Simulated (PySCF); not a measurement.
# CCSDT/STO-6G run of PN (phosphorus nitride)

Aim: the vertical singlet–triplet gap of PN (phosphorus nitride) at CCSDT/STO-6G, from 2 runs. 

The calculation is run with PySCF 2.14.0.

14 further runs of the same task are left out: 4 that didn't finish, 10 set aside as unsound or not needed.

### Step 1. The molecule

PN: 2 atoms, total charge 0, spin state singlet. As SMILES, `N#P`. The bond length is the measured one.

Bond lengths: N1–P2 1.491 Å.

### Step 2. The energy at CCSDT/STO-6G

Input file mol.xyz:

```xyz
2
NP
N      0.000000     0.000000     0.000000
P      0.000000     0.000000     1.490866
```

Input file input.py:

```python
# phosphorous nitride
from pyscf import gto, scf, cc

mol = gto.M(
    atom='mol.xyz',
    charge=0,
    basis='sto-6g',
    verbose=4,
    max_memory=1860,
)

mf = scf.RHF(mol)
mf.conv_tol = 1e-10
mf.kernel()
if not mf.converged:
    mf = mf.newton().run(mf.mo_coeff, mf.mo_occ)

mycc = cc.CCSDT(mf, frozen=6)
mycc.kernel()
e_final = mycc.e_tot
print('Final energy', e_final)
```

Started as:

```bash
$ OMP_NUM_THREADS=1 python input.py
```

Log:

```text
PySCF version 2.14.0

[INPUT] num. atoms = 2
[INPUT] num. electrons = 22
[INPUT] charge = 0
[INPUT] spin (= nelec alpha-beta = 2S) = 0
[INPUT] symmetry False subgroup None
[INPUT] Mole.unit = angstrom
[INPUT] Symbol           X                Y                Z      unit          X                Y                Z       unit  Magmom
[INPUT]  1 N      0.000000000000   0.000000000000   0.000000000000 AA    0.000000000000   0.000000000000   0.000000000000 Bohr   0.0
[INPUT]  2 P      0.000000000000   0.000000000000   1.490866000000 AA    0.000000000000   0.000000000000   2.817328428426 Bohr   0.0

nuclear repulsion = 37.2693502612576
number of shells = 8
number of NR pGTOs = 84
number of NR cGTOs = 14
basis = sto-6g
ecp = {}

******** <class 'pyscf.scf.hf.RHF'> ********
method = RHF
initial guess = minao
damping factor = 0
level_shift factor = 0
DIIS = <class 'pyscf.scf.diis.CDIIS'>
diis_start_cycle = 1
diis_space = 8
diis_damp = 0
SCF conv_tol = 1e-10
SCF conv_tol_grad = None
SCF max_cycles = 50
direct_scf = True
direct_scf_tol = 1e-13
Set gradient conv threshold to 1e-05
Initial guess from minao.
init E= -393.542310178644
  HOMO = -0.27674135640296  LUMO = 0.0651473191933986  gap/eV = 9.30326
cycle= 1 E= -393.644558874303  delta_E= -0.102  |g|= 0.524  |ddm|=  2.4
  HOMO = -0.210958814396195  LUMO = 0.305654197338024  gap/eV = 14.05776
cycle= 2 E= -393.569641442862  delta_E= 0.0749  |g|= 0.757  |ddm|= 1.42
  HOMO = -0.313366610881463  LUMO = 0.250194638874608  gap/eV = 15.33528
cycle= 3 E= -393.742079469313  delta_E= -0.172  |g|= 0.0404  |ddm|=  0.8
  HOMO = -0.324416758027847  LUMO = 0.257645847217878  gap/eV = 15.83873
cycle= 4 E= -393.742807071407  delta_E= -0.000728  |g|= 0.0101  |ddm|= 0.0832
  HOMO = -0.321014545586781  LUMO = 0.254432761791194  gap/eV = 15.65872
cycle= 5 E= -393.742881468445  delta_E= -7.44e-05  |g|= 0.000975  |ddm|= 0.0389
  HOMO = -0.321661336143876  LUMO = 0.255085615286364  gap/eV = 15.69408
cycle= 6 E= -393.742882126391  delta_E= -6.58e-07  |g|= 5.39e-05  |ddm|= 0.00404
  HOMO = -0.321672187406533  LUMO = 0.255090527993014  gap/eV = 15.69451
cycle= 7 E= -393.742882127292  delta_E= -9.02e-10  |g|= 2.67e-06  |ddm|= 0.000109
  HOMO = -0.321671600451033  LUMO = 0.255090453894264  gap/eV = 15.69449
cycle= 8 E= -393.742882127295  delta_E= -2.96e-12  |g|= 5.4e-08  |ddm|= 7.84e-06
  HOMO = -0.321671721394474  LUMO = 0.255090566134166  gap/eV = 15.69450
Extra cycle  E= -393.742882127296  delta_E= -2.84e-13  |g|= 2.73e-08  |ddm|= 9.62e-08
converged SCF energy = -393.742882127296

******** <class 'pyscf.cc.rccsdt.RCCSDT'> ********
RCCSDT nocc = 5, nmo = 8
Allocating only the i<=j<=k part of the T3 amplitude in memory
frozen orbitals 6
max_cycle = 50
conv_tol = 1e-07
conv_tol_normt = 1e-06
diis with the T3 amplitude
diis_space = 6
diis_start_cycle = 0
diis_start_energy_diff = 1e+09
einsum_backend: numpy
_make_eris_incore_RCCSDT
blksize  5    blksize_oovv  4    blksize_oooo  4    blksize_vvvv  1

WARN: A large `blksize` is being used, which may cause large memory consumption
      for storing contraction intermediates. If memory is sufficient, consider using
      `pyscf.cc.rccsdt_highm.RCCSDT` instead.

WARN: A large `blksize_oovv` is being used, which may cause large memory consumption
      for storing contraction intermediates. If memory is sufficient, consider using
      `pyscf.cc.rccsdt_highm.RCCSDT` instead.

WARN: A large `blksize_oooo` is being used, which may cause large memory consumption
      for storing contraction intermediates. If memory is sufficient, consider using
      `pyscf.cc.rccsdt_highm.RCCSDT` instead.

Approximate memory usage estimate
    T3 memory                7.38 KB
    R3 memory                7.38 KB
    Symmetrized T3 memory    6.33 KB
    ERIs memory              32.0 KB
    T1-ERIs memory           32.0 KB
    Intermediates memory     32.0 KB
    Block workspace          30.4 KB
    T3 einsum buffer         30.4 KB
Total estimated memory        178 KB
Init t2, MP2 energy = -393.928912322593  E_corr(MP2) -0.186030195298
Init E_corr(RCCSDT) = -0.186030195297878
cycle =  1  E_corr(RCCSDT) = -0.154467568625  dE =  3.156262667260e-02  norm(d tamps) = 6.45946318e-02
cycle =  2  E_corr(RCCSDT) = -0.170005557531  dE = -1.553798890523e-02  norm(d tamps) = 4.51005634e-02
cycle =  3  E_corr(RCCSDT) = -0.168150126345  dE =  1.855431185301e-03  norm(d tamps) = 1.92742252e-02
cycle =  4  E_corr(RCCSDT) = -0.170263757725  dE = -2.113631379965e-03  norm(d tamps) = 1.16568789e-02
cycle =  5  E_corr(RCCSDT) = -0.171847879309  dE = -1.584121584129e-03  norm(d tamps) = 4.38391514e-03
cycle =  6  E_corr(RCCSDT) = -0.171615404181  dE =  2.324751279441e-04  norm(d tamps) = 9.17456745e-04
cycle =  7  E_corr(RCCSDT) = -0.171593763961  dE =  2.164022063514e-05  norm(d tamps) = 1.45608744e-04
cycle =  8  E_corr(RCCSDT) = -0.171611261147  dE = -1.749718667951e-05  norm(d tamps) = 5.17229514e-05
cycle =  9  E_corr(RCCSDT) = -0.171606332414  dE =  4.928732913301e-06  norm(d tamps) = 1.97179729e-05
cycle = 10  E_corr(RCCSDT) = -0.171605462442  dE =  8.699720139838e-07  norm(d tamps) = 4.13033900e-06
cycle = 11  E_corr(RCCSDT) = -0.171605818525  dE = -3.560827020466e-07  norm(d tamps) = 1.50356423e-06
cycle = 12  E_corr(RCCSDT) = -0.171605910050  dE = -9.152437957516e-08  norm(d tamps) = 4.93368675e-07
RCCSDT converged
E(RCCSDT) = -393.9144880373452   E_corr = -0.1716059100495548
E_corr(same-spin) = -0.0273122800936878
E_corr(oppo-spin) = -0.144293629955867
Final energy -393.91448803734517
```

Run time: 0.84 s. Hardware: 1 thread of Arm Neoverse V1, shared host; peak memory 0.1 GiB.

### Step 3. The triplet at the same level

Changes to mol.xyz since step 2:

```diff
@@ -1,3 +1,3 @@
 2
-NP
+
 N      0.000000     0.000000     0.000000
```

Input file calc.py:

```python
from pyscf import gto, scf, cc

system = gto.Mole()
system.atom = 'mol.xyz'
system.verbose = 3
system.basis = 'sto-6g'
system.spin = 2
system.charge = 0
system.max_memory = 1860
system.build()

mf = scf.UHF(system)
mf.conv_tol = 1e-10
mf.kernel()
if not mf.converged:
    mf = mf.newton().run(mf.mo_coeff, mf.mo_occ)

mycc = cc.CCSDT(mf, frozen=6)
mycc.kernel()
energy = mycc.e_tot
print('E = %.10f Eh' % energy)
```

Started as:

```bash
$ OMP_NUM_THREADS=1 python calc.py
```

Log:

```text
WARN: HOMO 0.0651473191933986 >= LUMO -0.27674135640296

converged SCF energy = -393.609965000836  <S^2> = 2.1783517  2S+1 = 3.1166339
_make_eris_incore_UCCSDT

WARN: A large `blksize_v_aaa` is being used, which may cause large memory consumption
      for storing contraction intermediates. If memory is sufficient, consider using
      `pyscf.cc.uccsdt_highm.UCCSDT` instead.

WARN: A large `blksize_v_aab` is being used, which may cause large memory consumption
      for storing contraction intermediates. If memory is sufficient, consider using
      `pyscf.cc.uccsdt_highm.UCCSDT` instead.

UCCSDT converged
E(UCCSDT) = -393.7322098872942   E_corr = -0.1222448864584389
E_corr(same-spin) = -0.0220630573041424
E_corr(oppo-spin) = -0.100181829154296
E = -393.7322098873 Eh
```

Wall time 1.1 s (1 thread of Arm Neoverse V1, shared host); peak memory 0.1 GiB.

### Step 4. What came out

At CCSDT/STO-6G, 6 core orbitals frozen:

| quantity | value |
| --- | --- |
| singlet: total energy | -393.91449 Eh |
| singlet: dipole moment (Hartree–Fock density) | 2.09 D |
| singlet: HOMO energy (Hartree–Fock orbitals) | -8.75 eV |
| singlet: LUMO energy (Hartree–Fock orbitals) | 6.94 eV |
| singlet: HOMO–LUMO gap (Hartree–Fock orbitals) | 15.69 eV |
| singlet: correlation energy (6 core orbitals frozen) | -171.6 mEh |
| singlet: T1 diagnostic | 0.006 |
| triplet: total energy | -393.73221 Eh |
| triplet: dipole moment (Hartree–Fock density) | 1.04 D |
| triplet: HOMO energy (Hartree–Fock orbitals) (highest over α and β) | -4.55 eV |
| triplet: LUMO energy (Hartree–Fock orbitals) (lowest over α and β) | 4.41 eV |
| triplet: correlation energy (6 core orbitals frozen) | -122.2 mEh |
| triplet: ⟨S²⟩ of the reference determinant | 2.178 |
| triplet: T1 diagnostic | 0.073 |
| vertical energy of the triplet above the singlet | 4.960 eV |

**Reading.** At this shape the triplet lies 4.96 eV (114 kcal/mol) above the singlet. In a minimal basis such a difference can be off by several eV, whatever the method. ⟨S²⟩ (triplet) is 2.18 where a pure triplet has 2.00: the reference is spin-contaminated. The T1 diagnostic (triplet) of 0.073 is above the customary mark for such species, so a single reference may not serve.
